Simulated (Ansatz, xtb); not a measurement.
**C5H6S: 11 structures ranked**

11 gas-phase structures of C5H6S, from a drawn sample of its isomers (lower ones may exist). Each was relaxed with GFN2-xTB; where two conformers were screened, the lower at r2SCAN-D4/def2-SVP is listed:

A. `C#C/C=C\SC`, a singlet
B. `CC1=CC(=S)C1`, a singlet
C. `Cc1cccs1`, a singlet
D. `C=CC(C)=C=S`, a singlet
E. `CC#CCC=S`, a singlet
F. `C/C=C/C=C=S`, a singlet
G. `C=C1CC(=S)C1`, a singlet
H. `Cc1ccsc1`, a singlet
I. `C#CC[C@@H]1CS1`, a singlet
J. `C#CC1CSC1`, a singlet
K. `C#C[C@@H]1CCS1`, a singlet

Estimate their order in r2SCAN-D4/def2-SVP energy at these geometries, lowest first.

Calculated order at r2SCAN-D4/def2-SVP: C (0.0), H (2.0), F (146.0), D (148.7), B (151.4), G (180.3), E (235.6), I (245.4), A (250.2), K (262.3), J (264.0) kJ/mol. Less than 1 kcal/mol parts C and H; F and D; D and B; K and J, so the order within those pairs means little.

Energies above the lowest of each column, in kJ/mol; the last columns are at PBE0-D3(BJ)/def2-SVP geometries and were run for some of them only (a dash: not run or not comparable):

```
structure  GFN2-xTB  HF/STO-3G  r2SCAN-D4/def2-SVP  PBE0-D3(BJ)/def2-SVP  CCSD(T)/def2-SVP + ΔMP2/def2-TZVPP
        C       2.0        0.0                 0.0                   0.0                                 0.4
        H       0.0        0.7                 2.0                   1.7                                 0.0
        F     155.6      256.4               146.0                 160.1                               151.4
        D     165.3      265.2               148.7                 163.6                               149.1
        B     136.4      209.1               151.4                 143.5                               152.8
        G     134.0      211.7               180.3                     –                                   –
        E     201.7      290.2               235.6                     –                                   –
        I     195.1      261.9               245.4                     –                                   –
        A     235.5      291.2               250.2                     –                                   –
        K     189.0      194.4               262.3                     –                                   –
        J     189.8      195.6               264.0                     –                                   –
```

CCSD(T)/def2-SVP + ΔMP2/def2-TZVPP has C and H within 1 kcal/mol of each other at the bottom, and every level picks one of them. CCSD(T)/def2-SVP + ΔMP2/def2-TZVPP orders those it was run on as H (0.0), C (0.4), D (149.1), F (151.4), B (152.8) kJ/mol. Less than 1 kcal/mol parts H and C; D and F; F and B, so the order within those pairs means little. Some further structures that were screened fall inside this span and aren't listed. Flexible structures stand in one conformer each, not always the lowest. Frequencies (GFN2-xTB) were run for B, C, D, F, H alone. The ΔMP2 step shifts differences by up to 15.6 kJ/mol, which makes them less sure. ΔMP2 is the change of the MP2 energy from the smaller to the larger basis.

Over these structures GFN2-xTB departs from r2SCAN-D4/def2-SVP by 27.3 kJ/mol on average once a common shift is removed. A GFN2-xTB relaxation took about 0.071 s and the r2SCAN-D4/def2-SVP energy about 1.4 s on a shared host (Ansatz 0.2.0, xtb 6.7.1).
